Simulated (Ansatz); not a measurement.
Geometry optimisation, Ansatz 0.2.0, RKS B3LYP-D4/STO-3G.

input.yaml

```yaml
crystal:
  periodic: [false, false, false]
  atoms:
    - { symbol: "N", position_ang: [-0.3082, -1.3464, -1.7675] }
    - { symbol: C, position_ang: [-0.4306, -0.7923, -0.4347] }
    - { symbol: "N", position_ang: [0.4914, 0.2937, -0.4246] }
    - { symbol: C, position_ang: [0.5216, 1.0926, 0.7817] }
    - { symbol: O, position_ang: [-0.6882, 1.8836, 0.7158] }
    - { symbol: O, position_ang: [0.3811, 0.2878, 1.9228] }
    - { symbol: H, position_ang: [-0.9338, -2.1143, -1.8525] }
    - { symbol: H, position_ang: [0.6267, -1.605, -1.9717] }
    - { symbol: H, position_ang: [-1.4467, -0.4379, -0.1953] }
    - { symbol: H, position_ang: [-0.1714, -1.5787, 0.3044] }
    - { symbol: H, position_ang: [1.4389, -0.1233, -0.4057] }
    - { symbol: H, position_ang: [1.3448, 1.7393, 0.8754] }
    - { symbol: H, position_ang: [-1.0709, 1.747, -0.1807] }
    - { symbol: H, position_ang: [0.2321, 0.9247, 2.6612] }
basis:
  gaussian: { orbitals: STO-3G }
hamiltonian:
  xc: b3lyp
  dispersion: d4
relax:
  f_tol: 0.02
  max_steps: 40
scf:
  lower_state_search: "off"
```

Command:

```bash
$ ansatz run input.yaml --threads 1 --pin off --max-ram 2048MiB --backend cpu --events-out ev --progress --plain --runs-dir out
```

**Question.** Where does it end, and by what steps?

**Answer.** The forces met the threshold. Limits of this set-up: minimal basis. After 25 steps the energy has fallen by 1.375 eV; H14 moved furthest, 1.02 Å.

```json
{"step": "0", "energy less start (eV)": "0.0000", "largest force component (eV/Å)": "4.423", "accepted": "yes"}
{"step": "1", "energy less start (eV)": "-1.1173", "largest force component (eV/Å)": "1.187", "accepted": "yes"}
{"step": "2", "energy less start (eV)": "-1.2410", "largest force component (eV/Å)": "0.530", "accepted": "yes"}
{"step": "3", "energy less start (eV)": "-1.0882", "largest force component (eV/Å)": "0.932", "accepted": "no"}
{"step": "4", "energy less start (eV)": "-1.2717", "largest force component (eV/Å)": "0.329", "accepted": "yes"}
{"step": "5", "energy less start (eV)": "-1.2856", "largest force component (eV/Å)": "0.113", "accepted": "yes"}
{"step": "6", "energy less start (eV)": "-1.2937", "largest force component (eV/Å)": "0.189", "accepted": "yes"}
{"step": "7", "energy less start (eV)": "-1.2957", "largest force component (eV/Å)": "0.062", "accepted": "yes"}
{"step": "8", "energy less start (eV)": "-1.2974", "largest force component (eV/Å)": "0.070", "accepted": "yes"}
{"step": "9", "energy less start (eV)": "-1.2983", "largest force component (eV/Å)": "0.172", "accepted": "yes"}
{"step": "10", "energy less start (eV)": "-1.2994", "largest force component (eV/Å)": "0.233", "accepted": "yes"}
{"step": "11", "energy less start (eV)": "-1.3045", "largest force component (eV/Å)": "0.234", "accepted": "yes"}
{"step": "12", "energy less start (eV)": "-1.0783", "largest force component (eV/Å)": "3.140", "accepted": "no"}
{"step": "13", "energy less start (eV)": "-1.3138", "largest force component (eV/Å)": "0.096", "accepted": "yes"}
{"step": "14", "energy less start (eV)": "-1.3267", "largest force component (eV/Å)": "0.146", "accepted": "yes"}
{"step": "15", "energy less start (eV)": "-1.3404", "largest force component (eV/Å)": "0.369", "accepted": "yes"}
{"step": "16", "energy less start (eV)": "-1.3330", "largest force component (eV/Å)": "1.587", "accepted": "no"}
{"step": "17", "energy less start (eV)": "-1.3560", "largest force component (eV/Å)": "0.280", "accepted": "yes"}
{"step": "18", "energy less start (eV)": "-1.3672", "largest force component (eV/Å)": "0.303", "accepted": "yes"}
{"step": "19", "energy less start (eV)": "-1.3664", "largest force component (eV/Å)": "0.256", "accepted": "no"}
{"step": "20", "energy less start (eV)": "-1.3719", "largest force component (eV/Å)": "0.114", "accepted": "yes"}
{"step": "21", "energy less start (eV)": "-1.3720", "largest force component (eV/Å)": "0.138", "accepted": "yes"}
{"step": "22", "energy less start (eV)": "-1.3726", "largest force component (eV/Å)": "0.143", "accepted": "yes"}
{"step": "23", "energy less start (eV)": "-1.3744", "largest force component (eV/Å)": "0.156", "accepted": "yes"}
{"step": "24", "energy less start (eV)": "-1.3747", "largest force component (eV/Å)": "0.056", "accepted": "yes"}
{"step": "25", "energy less start (eV)": "-1.3749", "largest force component (eV/Å)": "0.010", "accepted": "yes"}
```

```xyz
14
Properties=species:S:1:pos:R:3
N -0.416 -1.432 -1.798
C -0.360 -0.784 -0.424
N 0.546 0.431 -0.504
C 0.531 1.196 0.828
O -0.722 1.941 0.899
O 0.606 0.398 2.047
H -1.037 -2.283 -1.654
H 0.541 -1.881 -1.919
H -1.380 -0.425 -0.175
H -0.038 -1.489 0.385
H 1.532 0.049 -0.601
H 1.451 1.843 0.808
H -0.872 2.161 -0.091
H -0.395 0.244 2.228
```

Whether the end is a true minimum wasn't checked by a vibrational analysis.

Time of the run: 62 s on 1 thread of Arm Neoverse V2, on a shared host, peak memory 0.12 GiB.
